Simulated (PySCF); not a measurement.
# Bond curve of LiAl

Set-up: Li def2-SVP, Al def2-SVP; no relativity (PySCF 2.14). Energies in eV from Li + Al in their ground configurations at the same level. State: ¹Σ⁺ (singlet), closed shell.

All columns are r²SCAN. A positive dipole means Li(−)Al(+).

```csv
R (Å),E (eV),μ (D),Mulliken charge on Li (basis-dependent),HOMO (eV),LUMO (eV),Mayer bond order,⟨S²⟩
2.524,-0.580,-3.51,0.07,-3.00,-2.46,1.05,0.00
2.642,-0.700,-3.46,0.07,-3.02,-2.40,1.04,0.00
2.759,-0.771,-3.38,0.07,-3.03,-2.35,1.03,0.00
2.847,-0.800,-3.31,0.07,-3.04,-2.32,1.03,0.00
2.935,-0.811,-3.22,0.07,-3.05,-2.30,1.02,0.00
3.023,-0.809,-3.12,0.06,-3.05,-2.29,1.02,0.00
3.140,-0.789,-2.97,0.06,-3.05,-2.27,1.02,0.00
3.287,-0.743,-2.77,0.05,-3.04,-2.27,1.01,0.00
3.463,-0.667,-2.50,0.04,-3.03,-2.28,1.01,0.00
3.698,-0.542,-2.13,0.02,-3.01,-2.30,1.01,0.00
```

A fit through these points gives, at Re = 2.963 Å, μ = -3.19 D and dμ/dR = 1.11 D/Å; the reduced mass is 5.568 u.

**Question.** How strong is the fundamental in the double-harmonic approximation, I = 42.26·(dμ/dR)²/μred km/mol?

**Answer.** I = 42.26·(1.11)²/5.568 = 9.35 km/mol at r²SCAN.

Closed-shell solutions of metal pairs were not tested for spin polarisation, which can lower them a little.
